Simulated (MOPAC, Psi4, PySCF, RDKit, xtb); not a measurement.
Two geometries of SMILES C=CCO (C3H6O), relaxed at B3LYP-D3(BJ)/def2-SVP with one dihedral held; other torsions can differ between them too.

Structure A

```
10

C     -1.2421     0.0346     0.7403
C     -0.5158     0.5143    -0.2703
C      0.8222    -0.0376    -0.6887
O      1.2502    -1.1466     0.0690
H     -0.8753    -0.8104     1.3290
H     -2.2055     0.4720     1.0135
H     -0.8736     1.3716    -0.8551
H      0.8060    -0.2585    -1.7757
H      1.5832     0.7561    -0.5632
H      0.9250    -1.9481    -0.3584
```

Structure B

```
10

C      1.5934     0.5795    -0.9797
C      0.4961     0.4548    -0.2306
C     -0.8255    -0.0520    -0.7263
O     -1.2895    -1.0810     0.1300
H      1.6022     0.2846    -2.0346
H      2.5242     0.9825    -0.5715
H      0.5118     0.7397     0.8285
H     -0.7239    -0.4030    -1.7735
H     -1.5396     0.7977    -0.7423
H     -2.2535    -1.0707     0.1230
```

**Question.** Which is lower in energy at the level DF-MP2 (frozen core)/cc-pVTZ // B3LYP-D3(BJ)/def2-SVP (Psi4), and by how much?

**Answer.** A is lower, by 1.14 kcal/mol (dihedral C2–C3–O4–H10: 90° in A, 150° in B).

E(B) − E(A) in kcal/mol at the other levels, on the same two geometries: MMFF94 // B3LYP-D3(BJ)/def2-SVP (RDKit) 0.49; B3LYP/def2-TZVP // B3LYP-D3(BJ)/def2-SVP (Psi4) 0.67; B3LYP-D3(BJ)/def2-TZVP // B3LYP-D3(BJ)/def2-SVP (Psi4) 0.88; PBE/def2-TZVP // B3LYP-D3(BJ)/def2-SVP (Psi4) 0.93; PBE-D3(BJ)/def2-TZVP // B3LYP-D3(BJ)/def2-SVP (Psi4) 1.06; M06-2X/def2-TZVP // B3LYP-D3(BJ)/def2-SVP (Psi4) 1.29; HF/cc-pVTZ // B3LYP-D3(BJ)/def2-SVP (Psi4) 0.72; UFF // B3LYP-D3(BJ)/def2-SVP (RDKit) -1.34; PM3, restricted, heats of formation // B3LYP-D3(BJ)/def2-SVP (MOPAC) 1.19; PM6, restricted, heats of formation // B3LYP-D3(BJ)/def2-SVP (MOPAC) 1.90; GFN1-xTB // B3LYP-D3(BJ)/def2-SVP (xtb) 1.75; restricted B3LYP/6-31G*, spherical d // B3LYP-D3(BJ)/def2-SVP (PySCF) 1.38; restricted MP2 (frozen core)/3-21G // B3LYP-D3(BJ)/def2-SVP (PySCF) 3.07; restricted B3LYP/LANL2DZ // B3LYP-D3(BJ)/def2-SVP (PySCF) 1.03; restricted Hartree-Fock/6-31G*, spherical d // B3LYP-D3(BJ)/def2-SVP (PySCF) 0.95.
